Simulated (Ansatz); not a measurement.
**H₆N₂ (charge +1), doublet: energies of several shapes or isomers**

Computed with Ansatz's Gaussian-basis code (development build); BCCD by scripts on PySCF. Settings: cc-pVDZ; 2 core orbitals frozen; no relativity. Single-reference values can break down or jump between states where bonds are stretched.

Case A:

```xyz
8

N     0.0000    0.0000    0.0000
H     0.9380    0.3810    0.0000
H    -0.4690    0.3810    0.8120
H    -0.4690    0.3810   -0.8120
N     0.0000    0.0000    3.0000
H     0.9380    0.3810    3.0000
H    -0.4690    0.3810    3.8120
H    -0.4690    0.3810    2.1880
```

Case B:

```xyz
8

N     0.0000    0.0000    0.0000
H     0.9380    0.3810    0.0000
H    -0.4690    0.3810    0.8120
H    -0.4690    0.3810   -0.8120
N     0.0000    0.0000    6.0000
H     0.9380    0.3810    6.0000
H    -0.4690    0.3810    6.8120
H    -0.4690    0.3810    5.1880
```

Energy less that of case A, in eV:

```
case  RCCSD(T)  RBCCD(T)  UBCCD(T)
   B    -0.084    -0.084    -0.084
```

**Question.** Give the UCCSD(T) energies against case A.

**Answer.** B: -0.136 eV (-3.1 kcal/mol).
